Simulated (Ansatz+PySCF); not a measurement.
A calculation with PySCF 2.14.0.

```python
from pyscf import gto, scf, cc

mol = gto.M(atom="""
B 0.000000 0.000000 0.000000
Na 1.316360 1.755150 3.800010
""", basis='sto-3g', charge=0, spin=0)
mf = scf.RHF(mol)
mf.kernel()
mycc = cc.CCSD(mf, frozen=2).run()
et = mycc.ccsd_t()
print(mf.e_tot, mycc.e_corr, et, mycc.e_tot + et)
```

The script is written out from the run's settings.

Results

- Converged: yes
- Reference energy: -183.70645 hartree
- CCSD correlation energy: -0.18923 hartree
- Triples correction: -0.02631 hartree
- Total energy: -183.92199 hartree
- Spin squared of the determinant: 0.000

Caution: large amplitudes, a single reference is doubtful; an unrestricted determinant lies well below.
